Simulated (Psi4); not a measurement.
**One shape, several levels: doublet SiNH2Cl+**

Aim: a comparison of 3 runs (UHF/STO-3G, UHF/3-21G, UB3LYP/6-31G*) of doublet SiNH2Cl+. 

The results are computed with Psi4 1.11.

## (1) The structure to begin with

SiNH2Cl+: 5 atoms, total charge +1, spin state doublet. SMILES of the parent species: `N[Si]Cl`. Geometry: relaxed at PBE0-D4/def2-TZVP. This is one conformer, not always the lowest. That shape belongs to the parent species and isn't relaxed for this state.

Bond lengths: N1–Si2 1.701 Å, Si2–Cl3 2.104 Å, N1–H4 1.009 Å, N1–H5 1.010 Å. Angles: N1–Si2–Cl3 98.2°, Si2–N1–H4 121.0°, Si2–N1–H5 126.0°, H4–N1–H5 113.0°.

## (2) Energy and forces at UHF/STO-3G (run 1)

File clh2nsi.xyz:

```xyz
5
ClH2NSi
N     -0.148200     0.583400    -0.233900
Si    -0.116200    -0.341800     1.192600
Cl     0.649000    -2.124500     0.377300
H     -0.473300     1.538600    -0.227400
H      0.138600     0.270600    -1.150000
```

File run_ase.py:

```python
import numpy as np
from ase.calculators.psi4 import Psi4
from ase.io import read

mol = read('clh2nsi.xyz')
calc = Psi4(atoms=mol, method='scf', basis='STO-3G', memory='1600MB', num_threads=1, charge=1, multiplicity=2, label='calc', reference='uhf')
calc.psi4.set_options({'puream': True, 'e_convergence': 1e-09, 'd_convergence': 1e-08, 'scf_type': 'pk', 'maxiter': 200})
mol.calc = calc

forces = mol.get_forces()
print(f'energy: {mol.get_potential_energy():.6f} eV')
print('forces / eV A^-1')
print(np.round(forces, 5))
```

On the command line:

```sh
$ python run_ase.py
```

calc.dat:

```text
[...]
  Running in c1 symmetry.
[...]
  Nuclear repulsion =  131.390318799166209
[...]
  Multiplicity = 2
[...]
  Nalpha       = 20
  Nbeta        = 19
[...]
    Number of basis functions: 25
[...]
   @UHF iter   1:  -794.80125339432630   -1.39175e+00   1.06769e-02 DIIS/ADIIS
[...]
   @UHF iter  17:  -794.89295708628958   -1.02318e-12   2.88885e-09 DIIS
[...]
   @S^2 Observed:                7.848172904E-01
[...]
    Orbital Energies [Eh]
    ---------------------
    Alpha Occupied:
       1A   -103.937033     2A    -68.394916     3A    -15.586197
       4A    -10.618608     5A     -8.066899     6A     -8.055924
       7A     -8.055837     8A     -6.371380     9A     -4.397815
      10A     -4.390559    11A     -4.387255    12A     -1.353026
      13A     -1.249523    14A     -0.925659    15A     -0.871356
      16A     -0.744962    17A     -0.656712    18A     -0.653572
      19A     -0.620443    20A     -0.587106
    Alpha Virtual:
      21A     -0.103728    22A      0.040193    23A      0.216680
      24A      0.459942    25A      0.489838
[...]
  @UHF Final Energy:  -794.89295708628958
   => Energetics <=
    Nuclear Repulsion Energy =            131.3903187991662094
    One-Electron Energy =               -1353.5673476708388989
    Two-Electron Energy =                 427.2840717853831620
    Total Energy =                       -794.8929570862895844
  UHF NO Occupations:
  HONO-2 :   18  A 1.9946628
  HONO-1 :   19  A 1.9880094
[...]
 Multipole Moments:
 ------------------------------------------------------------------------------------
     Multipole            Electronic (a.u.)      Nuclear  (a.u.)        Total (a.u.)
 ------------------------------------------------------------------------------------
 L = 1.  Multiply by 2.5417464519 to convert [e a0] to [Debye]
 Dipole X            :          0.2267770           -1.1210147           -0.8942377
 Dipole Y            :         -2.4084340            4.5469305            2.1384965
 Dipole Z            :          2.9867525           -2.1290867            0.8576658
 Magnitude           :                                                    2.4715216
[...]
  -Total Gradient:
     Atom            X                  Y                   Z
    ------   -----------------  -----------------  -----------------
       1        0.010418960718     0.012804199704    -0.074756486738
       2       -0.014346343534    -0.003282825763     0.078307684986
       3        0.005393118745    -0.004168696206    -0.020162729314
       4        0.004598435622    -0.016215054625     0.004542919186
       5       -0.006064171552     0.010862376882     0.012068611876
[...]
```

The script printed:

```text
energy: -21630.139103 eV
forces / eV A^-1
[[-0.53576 -0.65842  3.84413]
 [ 0.73772  0.16881 -4.02674]
 [-0.27733  0.21436  1.03681]
 [-0.23646  0.83381 -0.23361]
 [ 0.31183 -0.55857 -0.62059]]
```

It took 1.3 s on 1 thread of Intel Xeon 6975P-C (Granite Rapids), shared host; peak memory 0.19 GiB.

## (3) Energy and forces at UHF/3-21G (run 2)

File clh2nsi.dat:

```
memory 1.6 GB

molecule geom {
  1 2
  N     -0.148200     0.583400    -0.233900
  Si    -0.116200    -0.341800     1.192600
  Cl     0.649000    -2.124500     0.377300
  H     -0.473300     1.538600    -0.227400
  H      0.138600     0.270600    -1.150000
  units angstrom
  symmetry c1
}

set basis 3-21G
set reference uhf
set puream true
set e_convergence 1e-09
set d_convergence 1e-08
set scf_type pk
set maxiter 200

energy_value, wavefunction = gradient('hf', return_wfn=True)
oeprop(wavefunction, 'DIPOLE', 'LOWDIN_CHARGES', 'QUADRUPOLE')
print_variables()
```

On the command line:

```sh
$ psi4 -i clh2nsi.dat -o clh2nsi.out -n 1
```

clh2nsi.out:

```text
[...]
  Running in c1 symmetry.
[...]
  Nuclear repulsion =  131.390318799166209
[...]
  Multiplicity = 2
[...]
  Nalpha       = 20
  Nbeta        = 19
[...]
    Number of basis functions: 39
[...]
   @UHF iter   1:  -799.65896815121232   -1.97068e-01   8.75818e-03 ADIIS/DIIS
[...]
   @UHF iter  17:  -799.74311686179021   -3.97904e-12   9.87771e-09 DIIS
[...]
   @S^2 Observed:                7.772013707E-01
[...]
  @UHF Final Energy:  -799.74311686179021
   => Energetics <=
    Nuclear Repulsion Energy =            131.3903187991662094
    One-Electron Energy =               -1358.2671624206800516
    Two-Electron Energy =                 427.1337267597236860
    Total Energy =                       -799.7431168617902131
  UHF NO Occupations:
  HONO-2 :   18  A 1.9951684
  HONO-1 :   19  A 1.9914243
[...]
  -Total Gradient:
     Atom            X                  Y                   Z
    ------   -----------------  -----------------  -----------------
       1        0.012030230267    -0.016126345461    -0.033217000254
       2       -0.006189363476    -0.006207361604     0.042003729439
       3       -0.004074135640     0.018940462074    -0.011883659078
       4       -0.000613300873    -0.001078341250     0.004944004151
       5       -0.001153430280     0.004471586222    -0.001847074257
[...]
 Multipole Moments:
 ------------------------------------------------------------------------------------
     Multipole            Electronic (a.u.)      Nuclear  (a.u.)        Total (a.u.)
 ------------------------------------------------------------------------------------
 L = 1.  Multiply by 2.5417464519 to convert [e a0] to [Debye]
 Dipole X            :          0.2314651           -1.1210147           -0.8895496
 Dipole Y            :         -2.3399370            4.5469305            2.2069935
 Dipole Z            :          2.8452969           -2.1290867            0.7162102
 Magnitude           :                                                    2.4849700
 L = 2.  Multiply by 1.3450342976 to convert [e a0^2] to [Debye ang]
 Quadrupole XX       :        -42.6249706           21.9318562          -20.6931144
 Quadrupole XY       :         59.6639984          -61.3637517           -1.6997533
[...]
```

It took 1.4 s on 1 thread of Intel Xeon 6975P-C (Granite Rapids), shared host; peak memory 0.18 GiB.

## (4) Energy and forces at UB3LYP/6-31G(d) (Cartesian functions) (run 3)

File input.json:

```json
{
 "schema_name": "qcschema_input",
 "schema_version": 1,
 "molecule": {
  "schema_name": "qcschema_molecule",
  "schema_version": 2,
  "symbols": ["N", "Si", "Cl", "H", "H"],
  "geometry": [-0.28005741, 1.10246622, -0.44200694, -0.21958618, -0.64590839, 2.25368738, 1.22643225, -4.01472315, 0.71299367, -0.89440737, 2.90753262, -0.42972372, 0.26191604, 0.51135989, -2.17318504],
  "molecular_charge": 1,
  "molecular_multiplicity": 2,
  "fix_symmetry": "c1",
  "fix_com": true,
  "fix_orientation": true
 },
 "driver": "gradient",
 "model": {
  "method": "b3lyp",
  "basis": "6-31G*"
 },
 "keywords": {
  "reference": "uks",
  "puream": false,
  "e_convergence": 1e-09,
  "d_convergence": 1e-08,
  "scf_type": "pk",
  "dft_radial_points": 99,
  "dft_spherical_points": 590,
  "maxiter": 200
 }
}
```

On the command line:

```sh
$ psi4 --qcschema input.json -n 1 --memory 1600MB
```

stdout:

```text
[...]
  Running in c1 symmetry.
[...]
  Nuclear repulsion =  131.390318876394929
[...]
  Multiplicity = 2
[...]
  Nalpha       = 20
  Nbeta        = 19
[...]
    Number of basis functions: 57
[...]
   @UKS iter   1:  -805.11246267305842    1.98089e-01   1.26777e-02 DIIS/ADIIS
[...]
   @UKS iter  15:  -805.35002938272373   -2.16005e-12   5.92240e-09 DIIS
[...]
   @S^2 Observed:                7.556390460E-01
[...]
  @UKS Final Energy:  -805.35002938272373
   => Energetics <=
    Nuclear Repulsion Energy =            131.3903188763949288
    One-Electron Energy =               -1363.5063513392283312
    Two-Electron Energy =                 472.3236889944180916
    DFT Exchange-Correlation Energy =     -45.5576859143085855
    Empirical Dispersion Energy =           0.0000000000000000
    VV10 Nonlocal Energy =                  0.0000000000000000
    Total Energy =                       -805.3500293827238465
[...]
 Multipole Moments:
 ------------------------------------------------------------------------------------
     Multipole            Electronic (a.u.)      Nuclear  (a.u.)        Total (a.u.)
 ------------------------------------------------------------------------------------
 L = 1.  Multiply by 2.5417464519 to convert [e a0] to [Debye]
 Dipole X            :        -15.4144291           15.1822485           -0.2321806
 Dipole Y            :         66.1151275          -66.1568550           -0.0417275
 Dipole Z            :        -36.6958176           37.9755584            1.2797408
 Magnitude           :                                                    1.3013015
[...]
  -Total Gradient:
     Atom            X                  Y                   Z
    ------   -----------------  -----------------  -----------------
       1        0.009395272701    -0.007385537463    -0.034909445805
       2       -0.017042649574     0.020731986817     0.050736088294
       3        0.008284801269    -0.010793978042    -0.023436684616
       4        0.002783418367    -0.009374403513     0.001991884817
       5       -0.003416592453     0.006812937984     0.005612077923
[...]
```

The result, in JSON:

```text
{
 "driver": "gradient",
 "model": {
  "method": "b3lyp",
  "basis": "6-31G*"
 },
 "success": true,
 "return_result": [0.009395272701218812, -0.007385537462612869, -0.03490944580510902, -0.017042649574034854, 0.02073198681673278, 0.050736088294333986, 0.008284801269481404, -0.01079397804236018, -0.023436684615852917, 0.0027834183671278795, -0.009374403512615176, 0.0019918848167027295, -0.003416592452822109, 0.0068129379835798615, 0.0056120779233365115],
 "properties": {
  "calcinfo_nbasis": 57,
  "calcinfo_nmo": 57,
  "calcinfo_nalpha": 20,
  "calcinfo_nbeta": 19,
  "calcinfo_natom": 5,
  "nuclear_repulsion_energy": 131.39031887639493,
  "return_energy": -805.3500293827237,
  "return_gradient": [0.009395272701218812, -0.007385537462612869, -0.03490944580510902, -0.017042649574034854, 0.02073198681673278, 0.050736088294333986, 0.008284801269481404, -0.01079397804236018, -0.023436684615852917, 0.0027834183671278795, -0.009374403512615176, 0.0019918848167027295, -0.003416592452822109, 0.0068129379835798615, 0.0056120779233365115],
  "scf_one_electron_energy": -1363.5063513392283,
  "scf_two_electron_energy": 472.3236889944181,
  "scf_xc_energy": -45.557685914308585,
  "scf_dipole_moment": [-0.23218059936671054, -0.04172746044795872, 1.279740789535424],
  "scf_total_energy": -805.3500293827237,
  "scf_total_gradient": [0.009395272701218812, -0.007385537462612869, -0.03490944580510902, -0.017042649574034854, 0.02073198681673278, 0.050736088294333986, 0.008284801269481404, -0.01079397804236018, -0.023436684615852917, 0.0027834183671278795, -0.009374403512615176, 0.0019918848167027295, -0.003416592452822109, 0.0068129379835798615, 0.0056120779233365115],
  "scf_iterations": 15
 }
}
```

Run time: 11 s. Hardware: 1 thread of Intel Xeon 6975P-C (Granite Rapids), shared host; peak memory 0.62 GiB.

## (5) All runs side by side

| run | level | Cartesian functions | integration grid | energy (Eh) | HOMO energy (eV) | LUMO energy (eV) | ⟨S²⟩ | wall time |
| --- | --- | --- | --- | --- | --- | --- | --- | --- |
| 1 | UHF/STO-3G | no | – | -794.892957 | -15.98 | -6.06 | 0.785 | 1.3 s |
| 2 | UHF/3-21G | no | – | -799.743117 | -17.64 | -8.09 | 0.777 | 1.4 s |
| 3 | UB3LYP/6-31G* (Cartesian functions) | yes | 99 radial × 590 angular | -805.350029 | -14.35 | -11.91 | 0.756 | 11 s |

## (6) Results

| quantity | value |
| --- | --- |
| run 3: total energy | -805.35003 Eh |
| run 3: HOMO energy (highest over α and β) | -14.35 eV |
| run 3: LUMO energy (lowest over α and β) | -11.91 eV |
| run 3: ⟨S²⟩ | 0.756 |
| run 3: largest force on an atom | 2.951 eV/Å |

What this shows: In run 1 the basis is minimal, so the values are rough. All runs together took 14 s, the longest 11 s.
